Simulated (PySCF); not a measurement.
CH₈MgSi, closed shell: at a first-order saddle point.

The script, run.py:

```python
import json, numpy as np
from pyscf import gto, scf, dft, mp, cc
EV, BOHR = 27.211386245988, 0.529177210903
mol = gto.M(atom="""
Mg -0.876530 0.206400 -0.014499
Si 1.612901 0.016930 1.352872
C -1.372207 -0.264846 -1.969712
H -0.179534 0.534963 1.612680
H -1.268379 0.816229 1.667175
H 1.988220 0.358153 2.756236
H 2.515537 0.815014 0.466060
H 1.964513 -1.424085 1.157508
H -2.454609 -0.336274 -2.104197
H -0.999088 0.497714 -2.659307
H -0.930825 -1.220299 -2.264817
""", basis="def2-tzvpp", charge=0, spin=0, max_memory=8670, verbose=0)
def mean_field(mol, dm=None):
    mf = dft.RKS(mol, xc="bhandhlyp").density_fit()
    mf.conv_tol = 1e-9; mf.grids.level = 4
    mf.kernel(dm0=dm)
    if not mf.converged: mf = mf.newton().run(mf.mo_coeff, mf.mo_occ)
    assert mf.converged
    return mf
def d4(mol):
    from pyscf.dispersion.dftd4 import DFTD4Dispersion
    real = gto.M(atom=[(mol.atom_pure_symbol(i), mol.atom_coord(i)) for i in range(11)], unit='B', charge=mol.charge, spin=None, basis='def2-svp', verbose=0)
    r = DFTD4Dispersion(real, xc="bhlyp", atm=True).get_dispersion(grad=True); return r["energy"], r["gradient"]
def energy_and_gradient(mol, dm=None):
    mf = mean_field(mol, dm); e, g = d4(mol)
    return mf, (mf.e_tot + e) * EV, (mf.nuc_grad_method().kernel()[:11] + g) * EV / BOHR
out = {}
mf = mean_field(mol); e = d4(mol)[0]
out.update(energy=(mf.e_tot + e) * EV, converged=True, dispersion=e * EV)
out['s2'] = mf.spin_square()[0]; out['nelec'] = mol.nelec
print(f"Total energy {out['energy']:.6f} eV, <S^2> {out['s2']:.4f}")
json.dump(out, open("out.json", "w"), default=float)
```

Command:

```bash
OMP_NUM_THREADS=4 python run.py
```

It printed (PySCF 2.14):

```
Total energy -14486.935766 eV, <S^2> 0.0000
```

Time: 5.7 s of wall clock on 4 CPU threads of an Intel Xeon 6975P-C; the host was shared. Peak host memory: 0.8 GiB.
